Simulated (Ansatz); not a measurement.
# CHOSi+ (quintet): the correlation ladder, cc-pVDZ

One table from this session's results is given with a row withheld; the runs are named, their logs left out.

Program: Ansatz 0.2.0, Gaussian basis. Level of theory: cc-pVDZ, core rule «outside noble gas», up to 7 orbitals frozen. These are calculated values, not measurements.

The runs, in order: UHF; CCSD(T) on ROHF; CCSD(T) on UHF; BCCD(T) on ROHF; CISD; CCSDT(Q) on ROHF; CCSDT(Q) on UHF.

25 further runs of the same task are left out: 13 that didn't finish, 12 set aside as unsound or not needed.

## The geometry

The geometry is a PBE0/def2-TZVP stationary point (not a proven minimum) of the parent state, kept for this charge and spin.

4 atoms, charge 1, spin multiplicity 5.

Atoms are counted from 1 here; the program's logs count them from 0.

Bond lengths: O1–C2 1.195 Å, C2–Si3 1.957 Å, C2–H4 1.107 Å. Angles: O1–C2–Si3 126.3°, O1–C2–H4 123.6°, Si3–C2–H4 110.1°.

The first run:

in.yaml reads:

```yaml
crystal:
  periodic: [false, false, false]
  atoms:
    - {symbol: O, position_ang: [0.000000, -0.313583, 1.598105]}
    - {symbol: C, position_ang: [0.000000, 0.436706, 0.668068]}
    - {symbol: Si, position_ang: [0.000000, -0.063363, -1.223700]}
    - {symbol: H, position_ang: [0.000000, 1.539364, 0.769440]}
basis:
  gaussian: {orbitals: cc-pVDZ}
total_charge: 1
magnetization: {spin_polarized: true, initial_magnetization: 4}
hamiltonian: {xc: hf}
output: {orbitals: {seedname: orbitals}}
```

The run is started by

```console
$ ansatz run in.yaml --threads 1 --pin off --events-out ev --progress --plain --max-ram 2393MiB
```

Steps of the session up to this table: UHF; CCSD(T) on ROHF; CCSD(T) on UHF; BCCD(T) on ROHF; CISD; CCSDT(Q) on ROHF; CCSDT(Q) on UHF.

One table of the session follows, with a row left open; its other results are not shown here.

```
   method  from UCCSDT(Q) (kJ/mol)
     ROHF                   +932.9
      UHF                   +908.1
     RMP2                   +133.7
     UMP2                   +132.1
     CISD                   +121.7
    RCCSD                    +39.6
    UCCSD                        ?
 RCCSD(T)                     +7.2
 UCCSD(T)                     +7.4
  BCCD(T)                     +7.3
   RCCSDT                     +3.5
   UCCSDT                     +3.5
RCCSDT(Q)                     +0.2
UCCSDT(Q)                        0
```

Estimate the missing values for UCCSD.

**Answer.** from UCCSDT(Q) (kJ/mol): +38.9. In the column «from UCCSDT(Q) (kJ/mol)» it lies between UCCSD(T) (+7.4) and RCCSD (+39.6).

Caveats from the session: Restricted and unrestricted rows rest on different reference determinants; where their highest levels disagree by more than a few hundredths of an eV, they describe different states and don't form one ladder.
